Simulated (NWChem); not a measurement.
## Correlation energy of S (+1)

SMILES: [S+]
```xyz
1

S      0.0000     0.0000     0.0000
```
Charge +1, spin multiplicity 4.

All runs are NWChem calculations.

Basis set: def2-SVP. Each correlation energy counts from its own Hartree-Fock reference.

The correlated methods keep 5 core orbitals frozen. The stability of the SCF solutions was not checked. Open-shell Hartree-Fock references start from PBE0 orbitals. No row is a measurement; the coupled-cluster row has its own basis-set and correlation limits.

| method | correlation energy (mHa) |
|---|---|
| UMP2 | ? |
| SCS-UMP2 | -66.1 |
| CCSD on UHF | ? |
| CCSD[T] on UHF | -87.6 |
| CCSD(T) on UHF | -87.6 |
| CCSD on ROHF | ? |
| CCSD[T] on ROHF | -88.0 |
| CCSD(T) on ROHF | -88.0 |
| CCSDT on ROHF | ? |

**Question.** Some entries are withheld; supply them.

**Answer.** 
- UMP2, correlation energy (mHa): -68.3
- CCSD on UHF, correlation energy (mHa): -86.7
- CCSD on ROHF, correlation energy (mHa): -86.9
- CCSDT on ROHF, correlation energy (mHa): -88.1
